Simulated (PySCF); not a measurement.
**How well do the runs reproduce experiment for fluoroacetylene?**

**What was measured.**

NIST CCCBDB Release 22 (SRD 101), experimental dipoles lists, for the gas: dipole moment (microwave Stark effect) 0.73 D.

The runs below try to reproduce these values; the comparison stands at the end.

Species: fluoroacetylene, C₂HF.
Atom-mapped SMILES: `[CH:1]#[C:2][F:3]` (hydrogens: H4 on C1)

Geometry (GFN2-xTB, Å), atoms numbered from 1 in this order:
```
atom  x, y, z in Å
C1    -0.6237    0.0246   -0.0312
C2     0.5159   -0.0184   -0.3796
F3     1.7425   -0.0665   -0.7541
H4    -1.6245    0.0652    0.2705
```

Runs made with PySCF (gas phase, on this GFN2-xTB geometry; no spin–orbit coupling):

| level | job | basis functions | wall time |
| --- | --- | --- | --- |
| CAM-B3LYP/def2-SVPD | 8 singlets by full TDDFT, 3 Tamm–Dancoff triplets, polarisability | 71 | 1.6 s |

Hardware: one thread of an x86-64 server, on a shared host.

Results beside the measurements:

**Dipole moment.** Measured: 0.73 D (NIST CCCBDB Release 22 (SRD 101), experimental dipoles).

```tsv
level	computed (D)	computed − measured (D)	% (from the printed values)
CAM-B3LYP/def2-SVPD	0.77	+0.04	+5
```

The computed dipoles belong to one fixed geometry; measured ones are averaged over vibrations unless marked μe. Magnitudes are compared, not signs.

No measured geometry was used, and the causes of the misses weren't examined.
